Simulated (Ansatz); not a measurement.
in.yaml

```yaml
crystal:
  periodic: [false, false, false]
  atoms:
    - {symbol: N, position_ang: [-0.000015, -0.250733, 1.000239]}
    - {symbol: Si, position_ang: [-0.000065, -0.038456, -0.558024]}
    - {symbol: N, position_ang: [0.000006, -0.137998, -2.188354]}
    - {symbol: H, position_ang: [0.000075, 0.427188, 1.746138]}
basis:
  gaussian: {orbitals: cc-pVDZ}
total_charge: 1
magnetization: {spin_polarized: false, initial_magnetization: 2}
hamiltonian: {xc: {name: r2SCAN}}
correlation: {method: ccsd_t, electrons: all}
```

```sh
$ ansatz run in.yaml --threads 1 --pin off --events-out ev --progress --plain --max-ram 2393MiB
```

The program prints:

```
501 factors; integrals over basis functions are off by at most 1.0e-3 eV
mean field evaluation 1: about -10836.4355 eV, gradient 9.3e1 eV
mean field evaluation 2: about -10836.4353 eV, gradient 9.3e1 eV
mean field evaluation 4: about -10789.5760 eV, gradient 1.2e2 eV
mean field evaluation 8: about -10857.3475 eV, gradient 4.2e0 eV
mean field evaluation 16: about -10857.4049 eV, gradient 2.1e-2 eV
mean field evaluation 32: about -10857.3594 eV, gradient 3.0e0 eV
mean field evaluation 64: about -10795.8523 eV, gradient 8.7e1 eV
mean field -10857.40485451 eV, -399.0022689900 hartree, gradient 3.8e-6 eV, S^2 2.000000; 7 other end points of the search recorded, 0 dependent functions left out
mean field evaluation 96: about -10821.9263 eV, gradient 3.8e1 eV
unrestricted determinant -10829.26610587 eV, -397.9681890505 hartree, S^2 2.5391
reference -10827.30097951 eV, -397.8959719888 hartree; 15, 13 occupied and 36, 38 virtual orbitals, 501 factors
second order -11.95423935 eV of doubles, -1.03528487 eV of singles
cycle   1  -11.25896888 eV  change    4.1e-1 eV  update   1.5e-1
cycle   2  -12.04576128 eV  change   -7.9e-1 eV  update   7.8e-2
cycle   3  -11.94293682 eV  change    1.0e-1 eV  update   4.2e-2
cycle   4  -12.06334261 eV  change   -1.2e-1 eV  update   1.5e-2
cycle   5  -12.08785462 eV  change   -2.5e-2 eV  update   5.6e-3
cycle   6  -12.07771286 eV  change    1.0e-2 eV  update   3.2e-3
cycle   7  -12.07976209 eV  change   -2.0e-3 eV  update   1.9e-3
cycle   8  -12.08137428 eV  change   -1.6e-3 eV  update   1.3e-3
cycle   9  -12.07954360 eV  change    1.8e-3 eV  update   9.9e-4
cycle  10  -12.07967722 eV  change   -1.3e-4 eV  update   6.3e-4
cycle  11  -12.07953719 eV  change    1.4e-4 eV  update   3.7e-4
cycle  12  -12.07946106 eV  change    7.6e-5 eV  update   2.3e-4
cycle  13  -12.07933216 eV  change    1.3e-4 eV  update   1.7e-4
cycle  14  -12.07957391 eV  change   -2.4e-4 eV  update   1.0e-4
cycle  15  -12.07959941 eV  change   -2.6e-5 eV  update   4.9e-5
cycle  16  -12.07961962 eV  change   -2.0e-5 eV  update   2.7e-5
cycle  17  -12.07960029 eV  change    1.9e-5 eV  update   1.2e-5
cycle  18  -12.07960199 eV  change   -1.7e-6 eV  update   6.0e-6
perturbative correction -0.69073754 eV, -0.0253841363 hartree
WARN: these amplitudes may be one of several solutions (largest doubles amplitude 0.09, level shift 3.13 eV)
Total energy: -10840.07131904 eV, -398.3652733104 hartree
```

Ran on 1 thread of Arm Neoverse V2, shared host: 23 s wall, 0.31 GiB peak host memory.
